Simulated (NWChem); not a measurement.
# CH3AlCl (SMILES [CH3][Al][Cl]): USVWN5/6-311+G(d,p)

Aim: the vertical ionisation energy of CH3AlCl at USVWN5/6-311+G**, from 2 runs. 

The calculation is run with NWChem 7.3.0.

## (1) The molecule

CH3AlCl: 6 atoms, total charge 0, spin state doublet. SMILES: `[CH3][Al][Cl]`. Geometry: relaxed at PBE0-D4/def2-TZVP.

Bond lengths: C1–Al2 1.964 Å, Al2–Cl3 2.122 Å, C1–H4 1.093 Å, C1–H5 1.094 Å, C1–H6 1.094 Å. Angles: C1–Al2–Cl3 117.4°, Al2–C1–H4 110.2°, Al2–C1–H5 110.4°, Al2–C1–H6 110.4°, H4–C1–H5 109.1°, H4–C1–H6 109.1°, H5–C1–H6 107.5°.

## (2) The energy at USVWN5/6-311+G(d,p)

Contents of ch3alcl.nw:

```
start ch3alcl
title "CH3AlCl SVWN5"
memory stack 880 mb heap 220 mb global 1100 mb

geometry units angstrom noautosym nocenter noautoz
  C    -0.441400    0.449000   -0.287200
  Al    0.123100   -1.352900    0.254500
  Cl    2.028600   -1.546300    1.168800
  H     0.335300    1.177300   -0.041400
  H    -1.368200    0.727800    0.222100
  H    -0.635200    0.481000   -1.363100
end

basis spherical bse
  * library 6-311+G**
end

dft
  xc slater vwn_5
  mult 2
  grid fine
  convergence energy 1e-08
  maxiter 100
  mulliken
  print low
end

task dft energy
```

Launch:

```sh
$ nwchem ch3alcl.nw > ch3alcl.out
```

Log:

```text
[...]
 d= 0,ls=0.0,diis     1   -739.6201528369 -8.56D+02  9.11D-03  1.16D+00     1.3
[...]
 d= 0,ls=0.0,diis    11   -739.6903069137 -2.40D-09  5.70D-07  6.88D-10    10.5
[...]
         Total DFT energy =     -739.690306913651
      One electron energy =    -1256.628396963717
           Coulomb energy =      451.210046995919
    Exchange-Corr. energy =      -50.422302402872
 Nuclear repulsion energy =      116.150345457020
[...]
      Total Density - Mulliken Population Analysis
     ---------------------------------------------
    Atom       Charge   Shell Charges
 -----------   ------   -------------------------------------------------------
    1 C    6     6.80   1.09  0.90  0.67  0.74  1.50  0.60  1.24  0.02  0.03  0.02
    2 Al  13    12.65   0.78  1.19  0.96  1.03  0.90  0.46  2.13  3.75  0.56  0.54  0.16  0.12 -0.08  0.15
    3 Cl  17    17.18   0.77  1.19  0.88  1.11  1.02  1.02  7.44 -1.53  1.12  2.90  1.52 -0.11 -0.14  0.01
    4 H    1     0.78   0.25  0.44  0.07  0.02
    5 H    1     0.80   0.25  0.44  0.07  0.02
    6 H    1     0.80   0.25  0.44  0.07  0.02
[...]
      <S2> =      0.7512 (Exact =     0.7500)
[...]
```

Run time: 11 s. Hardware: 1 thread of Intel Xeon 6975P-C (Granite Rapids), shared host; peak memory 0.11 GiB.

## (3) The singlet cation

Contents of ch3alcl.nw:

```
start ch3alcl
title "CH3AlCl energy"
memory 2200 mb
charge 1

geometry units angstroms noautosym nocenter noautoz
  C     -0.441400     0.449000    -0.287200
  Al     0.123100    -1.352900     0.254500
  Cl     2.028600    -1.546300     1.168800
  H      0.335300     1.177300    -0.041400
  H     -1.368200     0.727800     0.222100
  H     -0.635200     0.481000    -1.363100
end

basis spherical bse
  * library 6-311+G**
end

dft
  xc slater vwn_5
  grid fine
  convergence energy 1e-08
  iterations 100
  mulliken
  print low
end

task dft
```

Launch:

```sh
$ nwchem ch3alcl.nw > ch3alcl.out
```

Log:

```text
[...]
 d= 0,ls=0.0,diis     1   -739.1863157741 -8.55D+02  2.98D-02  8.75D+00     1.1
[...]
 d= 0,ls=0.0,diis    13   -739.4023392720 -9.19D-09  2.82D-07  9.47D-10     9.8
         Total DFT energy =     -739.402339272046
      One electron energy =    -1247.502957462289
           Coulomb energy =      442.087329952450
    Exchange-Corr. energy =      -50.137057219227
 Nuclear repulsion energy =      116.150345457020
[...]
      Total Density - Mulliken Population Analysis
     ---------------------------------------------
    Atom       Charge   Shell Charges
 -----------   ------   -------------------------------------------------------
    1 C    6     6.81   1.09  0.90  0.66  0.75  1.50  0.62  1.18  0.09  0.01  0.02
    2 Al  13    12.06   0.78  1.19  0.96  1.03  0.97  0.13  2.13  3.75  0.50  0.45  0.02  0.14 -0.13  0.14
    3 Cl  17    16.97   0.77  1.19  0.88  1.11  1.04  1.01  7.43 -1.53  1.10  2.86  1.35 -0.10 -0.16  0.01
    4 H    1     0.71   0.25  0.42  0.02  0.02
    5 H    1     0.73   0.25  0.43  0.03  0.02
    6 H    1     0.73   0.25  0.43  0.03  0.02
[...]
```

It took 11 s on 1 thread of Intel Xeon 6975P-C (Granite Rapids), shared host; peak memory 0.11 GiB.

## (4) Summary of results

Level: USVWN5/6-311+G**.

| quantity | value |
| --- | --- |
| doublet CH3AlCl: total energy | -739.69031 Eh |
| doublet CH3AlCl: ⟨S²⟩ | 0.751 |
| singlet cation: total energy | -739.40234 Eh |
| vertical ionisation energy (to the singlet cation) | 7.836 eV |

Removing an electron at fixed nuclei costs 7.84 eV (181 kcal/mol). Only the singlet of the ionised species was computed; a triplet could lie lower. Mulliken charges (singlet cation) run from -0.81 on C1 to +0.94 on Al2; in a basis this large or diffuse they mean little.
